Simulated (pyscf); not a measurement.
**Routes from HO–Ga(Cl)–Cl + H•**

Candidate steps break at most two bonds and form at most two. Each was searched with GFN2-xTB (tblite) first. Optimised with ωB97X-D3(BJ)/def2-SVP in PySCF. Energies: ωB97M-D3(BJ)/def2-TZVP, kcal/mol, from the separated reactants, doublet surface.

```csv
products,type,ΔE‡,ΔE,ΔG‡ 298 K,ΔG‡ 900 K,ν‡ (cm⁻¹)
H₂O + [Cl–Ga–Cl]•,substitution at O,12.0,-20.6,18.3,31.9,1754i
[HO–Ga–Cl]• + HCl,atom transfer,14.2,-6.2,20.2,33.2,1098i
```

Row 1: On the product side the descent ends in an adduct with a Ga–O contact, 17.1 kcal/mol under the separated species and 48.9 kcal/mol under the saddle at ωB97X-D3(BJ)/def2-TZVP. Row 2: On the product side the descent ends in a complex (not fully relaxed), 6.7 kcal/mol under the separated species and 24.2 kcal/mol under the saddle at ωB97X-D3(BJ)/def2-TZVP. 

Plain bond fissions and candidates not yet searched are not listed, and one of them may be faster. Each barrier is that of the saddle found; lower ones may exist. Elements up to Kr have no core potential and no relativistic terms here.
